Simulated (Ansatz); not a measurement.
Input for Ansatz (development build ahead of 0.2.0):

```yaml
crystal:
  periodic: [false, false, false]
  atoms:
    - { symbol: S, position_ang: [0.0, 0.0, 3.6031] }
    - { symbol: Si, position_ang: [0.0, 0.0, 0.0] }
    - { symbol: S, position_ang: [0.0, 0.0, -3.6031] }
basis:
  gaussian: { orbitals: "6-31G" }
magnetization:
  spin_polarized: true
hamiltonian:
  xc: hf
```

The input is written out in the form of the current development build from the run's settings.

The run gave:

- Converged: yes
- Total energy: -1083.75807 hartree
- Spin squared of the determinant: 2.990
- Stability test: minimum

Caution: the unrestricted determinant is a mixture of spin states.
